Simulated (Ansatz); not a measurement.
**hcp Hf: properties by level of theory**

Reference values: lattice constant a 3.194 Å (measured, 293 K, not corrected to a static lattice, our sources range from 3.194 to 3.200; as tabulated in Wikipedia's data pages); lattice parameter c 5.051 Å (measured, 293 K, not corrected to a static lattice; as tabulated in Wikipedia's data pages).

```json
[
 {"level (code)": "BLYP (Ansatz)", "lattice constant a (Å)": "(withheld)", "lattice parameter c (Å)": "5.109"},
 {"level (code)": "r²SCAN+SOC (Ansatz)", "lattice constant a (Å)": "3.196", "lattice parameter c (Å)": "(withheld)"},
 {"level (code)": "HSE06-D3(BJ) (Ansatz)", "lattice constant a (Å)": "(withheld)", "lattice parameter c (Å)": "(withheld)"},
 {"level (code)": "Hartree–Fock (Ansatz)", "lattice constant a (Å)": "3.341", "lattice parameter c (Å)": "5.223"}
]
```

Question: Complete the blanks.

Answer: 
- BLYP (Ansatz, a program for electronic structure), lattice constant a (Å): 3.233
- r²SCAN+SOC (Ansatz), lattice parameter c (Å): 5.042
- HSE06-D3(BJ) (Ansatz), lattice constant a (Å): 3.170
- HSE06-D3(BJ) (Ansatz), lattice parameter c (Å): 4.994

Differences from the reference values (errors of the level alone only where the reference is corrected to a static lattice):

| level | lattice constant a (%) | lattice parameter c (%) |
|---|---|---|
| BLYP | +1.22 | +1.15 |
| r²SCAN+SOC | +0.06 | -0.18 |
| HSE06-D3(BJ) | -0.75 | -1.13 |
| Hartree–Fock | +4.60 | +3.41 |

Nearest: lattice constant a, not ranked (reference at room or unstated temperature); lattice parameter c, not ranked (reference at room or unstated temperature).

Ansatz's density-functional and Hartree–Fock values are scalar-relativistic unless marked +SOC, with PAW data made under PBE.

Differences are worked out from the printed values.
